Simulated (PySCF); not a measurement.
AlO₂⁻ (singlet). Computed with PBE in PySCF with Al def2-TZVPD, O def2-TZVPD; no relativity; density-fitted integrals.

Harmonic bands of its minimum:

```csv
ω (cm⁻¹),"IR (km/mol, summed over degenerate members)",degeneracy
246,131,2
763,0.0,1
1096,154,1
```

Q: The central atom is Al. Infer the point group and assign the bands.

A: D∞h. The modes span πu + σg+ + σu+: 246 πu, 763 σg+, 1096 σu+. The computed geometry has Al–O 1.653 Å (×2); O–Al–O 180.0°.

Other isomers or separated fragments may lie lower. The lowest empty level of this anion is unbound, so it and the gap depend on the basis.
